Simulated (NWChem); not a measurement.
System: C₃H₈ anion, doublet; SMILES of the neutral closed-shell parent CCC

NWChem input:

```
start job
memory heap 200 mb stack 900 mb global 1100 mb
charge -1
geometry units angstroms noautosym nocenter noautoz
  C     -1.293367     0.000000     0.260450
  C      0.000000     0.000000    -0.561068
  C      1.293367     0.000000     0.260450
  H     -2.183157     0.000000    -0.404929
  H     -1.354851    -0.890718     0.909154
  H     -1.354851     0.890718     0.909154
  H      0.000000     0.881912    -1.226966
  H      0.000000    -0.881912    -1.226966
  H      2.183157     0.000000    -0.404929
  H      1.354851     0.890718     0.909154
  H      1.354851    -0.890718     0.909154
end
basis spherical
  * library 6-31g*
end
dft
  odft
  mult 2
  xc hfexch
  iterations 150
  mulliken
end
task dft energy
esp
  recalculate
  probe 0.07
  range 0.3
  factor 1.0
  spacing 0.02
end
task esp
```

Parts of the log:

```
             Northwest Computational Chemistry Package (NWChem) 7.3.0
             --------------------------------------------------------

                             Geometry "geometry" -> ""
                             -------------------------

 Output coordinates in angstroms (scale by  1.889725989 to convert to a.u.)

  No.       Tag          Charge          X              Y              Z
 ---- ---------------- ---------- -------------- -------------- --------------
    1 C                    6.0000    -1.29336700     0.00000000     0.26045000
    2 C                    6.0000     0.00000000     0.00000000    -0.56106800
    3 C                    6.0000     1.29336700     0.00000000     0.26045000
    4 H                    1.0000    -2.18315700     0.00000000    -0.40492900
    5 H                    1.0000    -1.35485100    -0.89071800     0.90915400
    6 H                    1.0000    -1.35485100     0.89071800     0.90915400
    7 H                    1.0000     0.00000000     0.88191200    -1.22696600
    8 H                    1.0000     0.00000000    -0.88191200    -1.22696600
    9 H                    1.0000     2.18315700     0.00000000    -0.40492900
   10 H                    1.0000     1.35485100     0.89071800     0.90915400
   11 H                    1.0000     1.35485100    -0.89071800     0.90915400

 Effective nuclear repulsion energy (a.u.)      81.8386545779

  xc_inp: hfexch multiplicative factor not found.

                                 NWChem DFT Module
                                 -----------------

 Summary of "ao basis" -> "ao basis" (spherical)
 ------------------------------------------------------------------------------
       Tag                 Description            Shells   Functions and Types
 ---------------- ------------------------------  ------  ---------------------
 C                           6-31g*                  6       14   3s2p1d
 H                           6-31g*                  2        2   2s

            General Information
            -------------------
          SCF calculation type: DFT
          Wavefunction type:  spin polarized.
          No. of atoms     :    11
          No. of electrons :    27
           Alpha electrons :    14
            Beta electrons :    13
          Charge           :    -1
          Spin multiplicity:     2
          Use of symmetry is: off; symmetry adaption is: off
          Maximum number of iterations: 150
          AO basis - number of functions:    58
                     number of shells:    34
          Convergence on energy requested:  1.00D-06
          Convergence on density requested:  1.00D-05
          Convergence on gradient requested:  5.00D-04

              XC Information
              --------------
                     Hartree-Fock (Exact) Exchange  1.000

      Superposition of Atomic Density Guess
      -------------------------------------

 Sum of atomic energies:        -116.96662276

 Renormalizing density from      26.00 to     27

      Non-variational initial energy
      ------------------------------

 Total energy =    -122.081056
 1-e energy   =    -329.102335
 2-e energy   =     125.182625
 HOMO         =       0.379116
 LUMO         =       0.431986

     ---------------------------------------------
      Total Density - Mulliken Population Analysis
     ---------------------------------------------

    Atom       Charge   Shell Charges
 -----------   ------   -------------------------------------------------------
    1 C    6     6.25   2.00  0.66  1.72  0.58  1.26  0.03
    2 C    6     5.93   2.00  0.64  1.65  0.54  1.06  0.03
    3 C    6     6.25   2.00  0.66  1.72  0.58  1.26  0.03
    4 H    1     1.13   0.49  0.64
    5 H    1     1.05   0.48  0.56
    6 H    1     1.05   0.48  0.56
    7 H    1     1.06   0.49  0.57
    8 H    1     1.06   0.49  0.57
    9 H    1     1.13   0.49  0.64
   10 H    1     1.05   0.48  0.56
   11 H    1     1.05   0.48  0.56

     --------------------------------------------
      Spin Density - Mulliken Population Analysis
     --------------------------------------------

    Atom       Charge   Shell Charges
 -----------   ------   -------------------------------------------------------
    1 C    6    -0.02   0.00  0.01  0.02 -0.09  0.03  0.00
    2 C    6    -0.01   0.00  0.00  0.02 -0.06  0.03  0.00
    3 C    6    -0.02   0.00  0.01  0.02 -0.09  0.03  0.00
    4 H    1     0.18   0.00  0.18
    5 H    1     0.12  -0.00  0.12
    6 H    1     0.12  -0.00  0.12
    7 H    1     0.10  -0.00  0.10
    8 H    1     0.10  -0.00  0.10
    9 H    1     0.18   0.00  0.18
   10 H    1     0.12  -0.00  0.12
   11 H    1     0.12  -0.00  0.12

   convergence    iter        energy       DeltaE   RMS-Dens  Diis-err
 ---------------- ----- ----------------- --------- --------- ---------
 d= 0,ls=0.0,diis     1   -117.9419776919 -2.00D+02  2.22D-02  1.50D-01
                                                     6.31D-03  1.56D-01
 d= 0,ls=0.0,diis     2   -118.0186199702 -7.66D-02  1.08D-02  3.64D-02
                                                     1.79D-03  3.37D-02
 d= 0,ls=0.0,diis     3   -118.0366802482 -1.81D-02  6.69D-03  7.40D-04
                                                     5.31D-04  8.58D-04
 d= 0,ls=0.0,diis     4   -118.0375446751 -8.64D-04  3.03D-03  5.08D-05
                                                     8.69D-05  2.89D-05
 d= 0,ls=0.0,diis     5   -118.0376375205 -9.28D-05  4.29D-03  2.37D-05
                                                     8.65D-05  3.36D-06
  Resetting Diis
 d= 0,ls=0.0,diis     6   -118.0377196279 -8.21D-05  3.85D-03  7.74D-06
                                                     9.39D-05  2.89D-06
 d= 0,ls=0.0,diis     7   -118.0377589657 -3.93D-05  6.56D-04  1.62D-06
                                                     2.21D-05  5.94D-07
 d= 0,ls=0.0,diis     8   -118.0377631257 -4.16D-06  1.57D-03  9.81D-07
                                                     5.12D-05  3.66D-07
 d= 0,ls=0.0,diis     9   -118.0377691306 -6.00D-06  7.08D-04  1.58D-07
                                                     2.08D-05  4.67D-08
 d= 0,ls=0.0,diis    10   -118.0377701605 -1.03D-06  3.02D-04  3.50D-08
                                                     9.16D-06  1.89D-08
 d= 0,ls=0.0,diis    11   -118.0377703508 -1.90D-07  9.10D-05  9.06D-09
                                                     3.43D-06  4.65D-09
 d= 0,ls=0.0,diis    12   -118.0377703954 -4.47D-08  1.24D-04  4.48D-09
                                                     5.06D-06  2.30D-09
 d= 0,ls=0.0,diis    13   -118.0377704350 -3.96D-08  6.09D-05  7.89D-10
                                                     2.30D-06  2.91D-10
 d= 0,ls=0.0,diis    14   -118.0377704414 -6.34D-09  6.80D-06  7.21D-11
                                                     1.79D-07  1.96D-11

         Total DFT energy =     -118.037770441374
      One electron energy =     -325.315163080705
           Coulomb energy =      143.972394999947
    Exchange-Corr. energy =      -18.533656938467
 Nuclear repulsion energy =       81.838654577852

 Numeric. integr. density =        0.000000000000

                    DFT Final Alpha Molecular Orbital Analysis
                    ------------------------------------------

 Vector   12  Occ=1.000000D+00  E=-2.641978D-01
              MO Center=  1.5D-12,  6.9D-15, -1.3D-01, r^2= 2.8D+00
   Bfn.  Coefficient  Atom+Function         Bfn.  Coefficient  Atom+Function
  ----- ------------  ---------------      ----- ------------  ---------------
    19      0.331709   2 C  pz                5     -0.251131   1 C  pz
    33     -0.251131   3 C  pz               23      0.178638   2 C  pz
     9     -0.141964   1 C  pz               37     -0.141964   3 C  pz
    50     -0.141296   7 H  s                52     -0.141296   8 H  s
    49     -0.128928   7 H  s                51     -0.128928   8 H  s

 Vector   13  Occ=1.000000D+00  E=-2.500838D-01
              MO Center=  4.9D-13,  4.7D-14, -2.4D-01, r^2= 2.9D+00
   Bfn.  Coefficient  Atom+Function         Bfn.  Coefficient  Atom+Function
  ----- ------------  ---------------      ----- ------------  ---------------
    18      0.314338   2 C  py               50      0.232544   7 H  s
    52     -0.232544   8 H  s                49      0.190954   7 H  s
    51     -0.190954   8 H  s                 4     -0.189700   1 C  py
    32     -0.189700   3 C  py               22      0.172227   2 C  py
    46      0.154723   5 H  s                48     -0.154723   6 H  s

 Vector   14  Occ=1.000000D+00  E= 2.153058D-01
              MO Center=  1.3D-12,  2.6D-13, -1.1D-01, r^2= 5.7D+00
   Bfn.  Coefficient  Atom+Function         Bfn.  Coefficient  Atom+Function
  ----- ------------  ---------------      ----- ------------  ---------------
    20      1.273705   2 C  s                 6      1.187864   1 C  s
    34      1.187864   3 C  s                50     -0.753006   7 H  s
    52     -0.753006   8 H  s                44     -0.685100   4 H  s
    54     -0.685100   9 H  s                46     -0.608866   5 H  s
    48     -0.608866   6 H  s                56     -0.608866  10 H  s

 Vector   15  Occ=0.000000D+00  E= 4.381630D-01
              MO Center= -5.9D-12, -4.8D-13,  2.5D-01, r^2= 6.9D+00
   Bfn.  Coefficient  Atom+Function         Bfn.  Coefficient  Atom+Function
  ----- ------------  ---------------      ----- ------------  ---------------
     6      1.984226   1 C  s                34     -1.984226   3 C  s
    44     -1.003059   4 H  s                54      1.003059   9 H  s
    46     -0.797091   5 H  s                48     -0.797091   6 H  s
    56      0.797091  10 H  s                58      0.797091  11 H  s
    21      0.451875   2 C  px                7     -0.332208   1 C  px

 Vector   16  Occ=0.000000D+00  E= 4.616453D-01
              MO Center=  2.0D-12, -1.8D-12, -6.7D-02, r^2= 5.7D+00
   Bfn.  Coefficient  Atom+Function         Bfn.  Coefficient  Atom+Function
  ----- ------------  ---------------      ----- ------------  ---------------
    20      1.838285   2 C  s                 6     -1.160966   1 C  s
    34     -1.160966   3 C  s                50     -1.045443   7 H  s
    52     -1.045443   8 H  s                46      0.798568   5 H  s
    48      0.798568   6 H  s                56      0.798568  10 H  s
    58      0.798568  11 H  s                 9     -0.415955   1 C  pz

 Vector   17  Occ=0.000000D+00  E= 4.730419D-01
              MO Center=  5.7D-13,  1.7D-12,  2.1D-01, r^2= 5.2D+00
   Bfn.  Coefficient  Atom+Function         Bfn.  Coefficient  Atom+Function
  ----- ------------  ---------------      ----- ------------  ---------------
    46      0.890815   5 H  s                48     -0.890815   6 H  s
    50     -0.890487   7 H  s                52      0.890487   8 H  s
    56     -0.890815  10 H  s                58      0.890815  11 H  s
     8      0.707780   1 C  py               36      0.707780   3 C  py
    22      0.546399   2 C  py                4      0.214055   1 C  py

                     DFT Final Beta Molecular Orbital Analysis
                     -----------------------------------------

 Vector   11  Occ=1.000000D+00  E=-2.594556D-01
              MO Center=  3.7D-13, -1.4D-16, -1.1D-01, r^2= 3.0D+00
   Bfn.  Coefficient  Atom+Function         Bfn.  Coefficient  Atom+Function
  ----- ------------  ---------------      ----- ------------  ---------------
    17     -0.324879   2 C  px                3      0.315484   1 C  px
    31      0.315484   3 C  px                7      0.185260   1 C  px
    35      0.185260   3 C  px               44     -0.182030   4 H  s
    54      0.182030   9 H  s                43     -0.167031   4 H  s
    53      0.167031   9 H  s                21     -0.163830   2 C  px

 Vector   12  Occ=1.000000D+00  E=-2.539533D-01
              MO Center=  7.6D-13,  1.7D-14, -1.4D-01, r^2= 2.8D+00
   Bfn.  Coefficient  Atom+Function         Bfn.  Coefficient  Atom+Function
  ----- ------------  ---------------      ----- ------------  ---------------
    19      0.329292   2 C  pz                5     -0.246087   1 C  pz
    33     -0.246087   3 C  pz               23      0.187127   2 C  pz
    50     -0.146445   7 H  s                52     -0.146445   8 H  s
     9     -0.144422   1 C  pz               37     -0.144422   3 C  pz
    49     -0.136025   7 H  s                51     -0.136025   8 H  s

 Vector   13  Occ=1.000000D+00  E=-2.471723D-01
              MO Center=  5.6D-13,  6.9D-14, -2.3D-01, r^2= 2.9D+00
   Bfn.  Coefficient  Atom+Function         Bfn.  Coefficient  Atom+Function
  ----- ------------  ---------------      ----- ------------  ---------------
    18      0.318831   2 C  py               50      0.206576   7 H  s
    52     -0.206576   8 H  s                22      0.194548   2 C  py
    49      0.193283   7 H  s                51     -0.193283   8 H  s
     4     -0.191429   1 C  py               32     -0.191429   3 C  py
    46      0.144192   5 H  s                48     -0.144192   6 H  s

 Vector   14  Occ=0.000000D+00  E= 4.341768D-01
              MO Center=  9.1D-13, -6.8D-13,  9.7D-03, r^2= 5.9D+00
   Bfn.  Coefficient  Atom+Function         Bfn.  Coefficient  Atom+Function
  ----- ------------  ---------------      ----- ------------  ---------------
     6      1.375248   1 C  s                34      1.375248   3 C  s
    20      1.060779   2 C  s                44     -0.763571   4 H  s
    54     -0.763571   9 H  s                46     -0.656525   5 H  s
    48     -0.656525   6 H  s                50     -0.657231   7 H  s
    52     -0.657231   8 H  s                56     -0.656525  10 H  s

[...]

                     NWChem Electrostatic Potential Fit Module
                     -----------------------------------------

 Atom parameters

 Number of atoms is                                   11
 Number of basis functions is                         58

 Grid parameters

 Maximum number of grid points is                  40345
 Number of grid points is                          40344
 Grid range                                     0.300000 nm
 Grid spacing                                   0.020000 nm
 Probe radius                                   0.070000 nm
 Atom radius factor                             1.000000

 Atomic radii

    1    0.100000
    6    0.147000
 FASTESP  F
  using M.O. file = ./job.movecs

    Atom              Coordinates                           Charge

                                                  ESP

    1 C    -0.129337    0.000000    0.026045    0.340841
    2 C     0.000000    0.000000   -0.056107    0.072158
    3 C     0.129337    0.000000    0.026045    0.347413
    4 H    -0.218316    0.000000   -0.040493   -0.227718
    5 H    -0.135485   -0.089072    0.090915   -0.220002
    6 H    -0.135485    0.089072    0.090915   -0.219928
    7 H     0.000000    0.088191   -0.122697   -0.209732
    8 H     0.000000   -0.088191   -0.122697   -0.209795
    9 H     0.218316    0.000000   -0.040493   -0.230015
   10 H     0.135485    0.089072    0.090915   -0.221599
   11 H     0.135485   -0.089072    0.090915   -0.221622
                                            ------------
                                               -1.000000

 Dipole moment                                  0.249308

 Quadrupole moment Qxx                        -10.330175
                   Qyy                          7.073705
                   Qzz                          3.256470

 RMS deviation kJ/mol                           0.105482

 RRMS %                                         5.325306
```

Level: UHF/6-31G* (spherical d). In the optimisation the excess spin sits in a1 (C2v, its own frame). Sets without diffuse functions describe the anion's extra electron poorly. Coordinates come from a B3LYP/def2-SVPD, spin-unrestricted optimisation. No frequency run checked for a minimum. This spin state was assumed; another may lie lower. No stability test was run on the SCF state. The highest occupied level is positive, so the extra electron may be held by the finite basis.
